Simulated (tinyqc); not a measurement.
Inside a calculation. Method: coupled-perturbed Hartree-Fock on RHF in the sto-6g basis, for HF, spin multiplicity 1. One step of it, computed by the program tinyqc.

Problem. Response to a field: uncoupled start. Field along z; U_ai = -mu_ai / (e_a - e_i), alpha = -4 sum U_ai mu_ai.

orbital energies (hartree): [-26.234330, -1.496173, -0.603636, -0.474913, -0.474913, 0.652476]

dipole integrals <a|z|i> (bohr), order a6:
```
[[-0.041522, 0.119349, 0.877760, 0.000000, 0.000000]]
```

Give: uncoupled U; uncoupled polarisability.

Solution.

uncoupled U, order a6:
```
[[0.0015, -0.0555, -0.6988, 0.0000, 0.0000]]
```

uncoupled polarisability = 2.4803 bohr^3
